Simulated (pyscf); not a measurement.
Thermochemistry of product channels of `[SiH][PH2]` [singlet] + `[OH2]` on the singlet surface, in kcal/mol, from ωB97M-D3(BJ)/def2-TZVP energies (ideal gas, 1 atm, RRHO with modes under 100 cm⁻¹ raised to 100, one conformer, R ln 2 for rigid chiral ones). Structures and frequencies: ωB97X-D3(BJ)/def2-SVP in PySCF.

```csv
products,ΔE,ΔH(298 K),ΔG(298 K),ΔG(900 K)
`[OH][Si][PH2]` [singlet] + `[H][H]`,[?],-28.7,-26.4,-23.1
`[OH][SiH2][PH2]`,[?],-67.1,-56.2,-34.5
```

Q: Some entries are withheld; supply them.

A: 
- `[OH][Si][PH2]` [singlet] + `[H][H]`, ΔE: -26.3
- `[OH][SiH2][PH2]`, ΔE: -67.7

These are energies of the channels, which say nothing of barriers. :HSi–PH₂ [singlet] lies 11.4 kcal/mol over its isomer H₂Si=PH, and others may lie lower still (electronic energy, ωB97M-D3(BJ)).
